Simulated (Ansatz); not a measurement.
This script drives the Ansatz DFT code, driven from Python.

Contents of `c2h5no.xyz`:
```text
9

C    -0.10680    0.77040   -0.60520
N     0.62660   -0.40180   -0.47030
C    -0.26750   -0.79200    0.61650
O    -1.09540    0.20700    0.18020
H    -0.49020    1.02340   -1.65110
H     0.25440    1.72720   -0.14320
H     1.61580   -0.22480   -0.18270
H    -0.59380   -1.79180    0.56120
H     0.14540   -0.56390    1.67740
```

The script, `md.py`:
```python
"""Molecular dynamics of one C2H5NO molecule."""

import ansatz as az
import numpy as np


def main() -> None:
    geometry = az.Crystal.molecule_from_extxyz("c2h5no.xyz")

    calculation = geometry.calculation()
    calculation = calculation.basis(gaussian="def2-SVP").functional("hf")
    symbols = [site.symbol for site in geometry.cartesian_sites]
    start = np.array([site.position_ang for site in geometry.cartesian_sites], dtype=float)
    data = calculation.relax(force_tolerance=0.02, max_steps=100).run(threads=1, backend="cpu").report
    end = np.array(data["positions_ang"])
    minimum = az.Crystal.molecule()
    for symbol, place in zip(symbols, end):
        minimum = minimum.atom(symbol, place.tolist())

    # dynamics from the relaxed geometry
    calculation = (
        minimum.calculation()
        .basis(gaussian="def2-SVP")
        .functional("hf")
        .md("nvt_langevin", timestep=0.25, steps=20, temperature=800, initial_velocities="maxwell_boltzmann", seed=46, friction=0.02)
    )
    frames = []
    result = calculation.session().plan().execute(on_event=lambda e: frames.append(e["data"]) if e["event"] == "md_step" else None)
    print("t (fs)   E_pot (eV)      E_kin (eV)   T (K)   d(0-1) (A)")
    for f in frames[::3]:
        xyz = np.array(f["positions_ang"])
        print(f"{f['time_fs']:6.2f} {f['lagrangian_ev']:14.5f} {f['e_kin_ev']:10.5f} {f['temperature_k']:8.1f} {np.linalg.norm(xyz[0] - xyz[1]):9.4f}")
    print("mean temperature", round(float(np.mean([f["temperature_k"] for f in frames])), 1), "K")


if __name__ == "__main__":
    main()
```

It is started by `python md.py`. Estimate its wall time and peak memory on 1 thread of Arm Neoverse V1, with other jobs on the host.

It took about 32 s, with a peak of 0.21 GiB, for 2 runs of the engine.

```console
$ python md.py
t (fs)   E_pot (eV)      E_kin (eV)   T (K)   d(0-1) (A)
  0.00    -5652.88296    0.82726    711.1    1.4549
  0.75    -5652.80897    0.76831    660.4    1.4681
  1.50    -5652.64004    0.55740    479.1    1.4812
  2.25    -5652.50774    0.46873    402.9    1.4929
  3.00    -5652.45452    0.48827    419.7    1.5035
  3.75    -5652.44222    0.53268    457.9    1.5130
  4.50    -5652.40276    0.53745    462.0    1.5208
mean temperature 503.4 K
```

Total energies depend on the basis set; only differences at equal settings carry meaning. The trajectory is only some femtoseconds long, so its temperature is not equilibrated; where the script doesn't relax first, it starts from a rough generated geometry. The printed temperature counts all 3N degrees of freedom under Langevin dynamics, so the first row lies under the target.
